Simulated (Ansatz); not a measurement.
B₂H, relaxed as a doublet with UKS PBE0-D4/def2-TZVP in Ansatz, starting from the GFN1-xTB geometry. Force threshold 0.02 eV/Å.

The charge 0 doublet is spin-contaminated (final ⟨S²⟩ up to 1.76, 0.75 for a pure state). At PBE0-D4/def2-TZVP a quartet of charge 0 lies 0.57 eV below the doublet, each at its own geometry. The structure comes from a short search, and lower isomers may exist.

Start:

```xyz
3

B    -0.275   -0.007    0.488
B     1.114   -0.130    0.092
H    -0.839    0.137   -0.580
```

```csv
step,energy (eV),largest force component (eV/Å),SCF passes
1,-1360.0877,3.020,69
2,-1360.3870,1.235,53
3,-1360.6228,1.333,61
4,-1360.6738,3.207,55
5,-1360.8569,1.325,53
6,-1360.9380,0.053,137
7,-1360.9381,0.053,138
8,-1360.9381,0.001,126
```

Force components are those of the run's own axes.

End:

```xyz
3

B    -0.110    0.014   -0.032
B     1.341   -0.177    0.388
H    -1.232    0.163   -0.356
```

By distances, no bond broke or formed. The bond that changes most is B1–B2, from 1.45 to 1.52 Å (atoms count from 1). A close non-bonded pair moves further: B2–H3, from 2.08 to 2.70 Å.

No frequencies were taken in this run, so the end may be a saddle point.

Run time 7.5 s (4 threads of Arm Neoverse V2 on a shared host).
